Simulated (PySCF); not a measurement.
Vibration and rotation of SH

UHF-CCSD(T) constants of SH, ²Π (doublet), unpaired electrons π ↑ (basis H def2-TZVPPD, S def2-TZVPPD; no relativity; PySCF 2.14; masses 1.0078 and 31.9721 u):

- ωe: 2705.0 cm⁻¹
- ωexe: 49.0 cm⁻¹
- Be: 9.584 cm⁻¹
- αe: 0.277 cm⁻¹
- De to H + S: 3.69 eV

(1) What force constant and bond length do these constants imply?

(2) Estimate the centrifugal constant D from the Kratzer relation and find the Dunham coefficient a1.

Correlated steps freeze 5 core orbitals. The state is the lowest determinant that a PBE0 search found; another state may lie lower at other levels.

Answers

(1) Reduced mass μred = 0.97703 u; k = 5.8918×10⁻⁷·μred·ωe² (u, cm⁻¹, mdyn/Å) = 4.21 mdyn/Å; Re = √(16.8576/(μred·Be)) (u, cm⁻¹, Å) = 1.342 Å.

(2) D = 4Be³/ωe² = 0.000481 cm⁻¹; a1 = −1 − αeωe/(6Be²) = -2.36.
